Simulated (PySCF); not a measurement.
## How good is the calculation?

Numbering as in the mapped SMILES `[CH2:1]=[CH:2][CH2:3][Cl:4]`. Hydrogens are named by the atom that carries them. Ha(C1) is cis to C3; Hb(C1) is trans to C3.

Published estimates (parent shift plus substituent increments) and measurements: δ 13C C2 133.5; C1 117.3 ppm (estimated from measurements, as parent shift plus tabulated substituent increment; solution, not stated per compound (mostly CDCl3 or CCl4); Pretsch, Buehlmann, Badertscher, Structure Determination of Organic Compounds, 4th ed. (2009)).

- GFN2-xTB structure
- σ from GIAO-PBE0/pcSseg-1
- program: PySCF 2.14
- in vacuum, fast rotation and ring inversion assumed for equivalent nuclei, relativity neglected, single conformer

(1) Set the calculated values beside the experiment.

(2) How far are the unscaled 13C shifts from the references?

Answers

(1) 
Reference values: estimated from measurements, as parent shift plus tabulated substituent increment (solution, not stated per compound (mostly CDCl3 or CCl4); Pretsch, Buehlmann, Badertscher, Structure Determination of Organic Compounds, 4th ed. (2009)).
```csv
atoms,quantity,reference,computed,"computed, scaled"
C2,δ 13C,133.5,144.1,138.2
C1,δ 13C,117.3,125.8,120.4
```

Computed shifts are σ(ref) − σ with the named reference compound (TMS for H and C) calculated as an isolated molecule at the same level. The measured values may be among those fitted. Expected solution values come from regression of measured δ (H and C: mostly CDCl3, vs TMS) on computed σ: 13C: δ = 179.97 − 0.974σ -5.5 per attached Cl (rms 2.1 ppm, 958 shifts, 2.3 ppm with the 13 outliers that the fit left out). Occasional misses reach two or three times the rms, and more in compound classes unlike the fitted ones.

(2) Mean signed difference +9.55 ppm, mean absolute 9.55 ppm over 2 comparisons; the largest is +10.6 ppm at C2 (alkene CH).
